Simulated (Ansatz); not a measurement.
The input, for Ansatz 0.2.0:

```yaml
crystal:
  periodic: [false, false, false]
  atoms:
    - {symbol: Si, position_ang: [0.000000, 0.000000, 1.295091]}
    - {symbol: N, position_ang: [0.000000, 0.000000, -0.250546]}
    - {symbol: H, position_ang: [0.000000, 0.000000, -1.044546]}
basis:
  gaussian: {orbitals: 6-31G}
correlation: {method: fic_mrcisd_q, electrons: outside_noble_gas, active_space: {window: {electrons: 2, orbitals: 2}}}
```

```sh
$ ansatz run in.yaml --threads 1 --pin off --events-out ev --progress --plain --max-ram 2393MiB
```

Q: Roughly how long does this take on 1 thread of Arm Neoverse V1, shared host, and how much host memory?

A: 0.42 s wall and 0.07 GiB.

```
305 factors; integrals over basis functions are off by at most 1.9e-4 eV
mean field evaluation 1: about -9351.0946 eV, gradient 4.3e1 eV
mean field evaluation 2: about -9351.0983 eV, gradient 4.3e1 eV
mean field evaluation 4: about -9355.5257 eV, gradient 2.4e0 eV
mean field evaluation 8: about -9355.5533 eV, gradient 2.2e-5 eV
mean field -9355.55332407 eV, -343.8102432376 hartree, gradient 2.6e-6 eV, S^2 0.000000; 0 other end points of the search recorded, 0 dependent functions left out
reference -9355.55332407 eV, -343.8102432376 hartree; 11, 11 occupied and 13, 13 virtual orbitals, 305 factors
state -9356.16116678 eV, -343.8325810453 hartree
contracted CI cycle   1: correlation 0.00000000 eV, 0.0000000000 hartree, residual 1.60e1 eV
contracted CI cycle   2: correlation -3.50859105 eV, -0.1289383427 hartree, residual 3.80e0 eV
contracted CI cycle   3: correlation -3.79934488 eV, -0.1396233490 hartree, residual 1.16e0 eV
contracted CI cycle   4: correlation -3.82756465 eV, -0.1406604066 hartree, residual 3.44e-1 eV
contracted CI cycle   5: correlation -3.83069780 eV, -0.1407755478 hartree, residual 1.21e-1 eV
contracted CI cycle   6: correlation -3.83101199 eV, -0.1407870937 hartree, residual 3.98e-2 eV
contracted CI cycle   7: correlation -3.83104469 eV, -0.1407882957 hartree, residual 1.41e-2 eV
contracted CI cycle   8: correlation -3.83104926 eV, -0.1407884635 hartree, residual 5.36e-3 eV
contracted CI cycle   9: correlation -3.83104996 eV, -0.1407884891 hartree, residual 1.77e-3 eV
contracted CI cycle  10: correlation -3.83105003 eV, -0.1407884917 hartree, residual 5.15e-4 eV
state -9356.16116678 eV, -343.8325810453 hartree; corrected -9360.31920988 eV, -343.9853863110 hartree
Total energy: -9360.31920988 eV, -343.9853863110 hartree
```

Natural occupations: 1.9333 0.0667.

For the same geometry and basis full CI lies 126.0 meV lower.
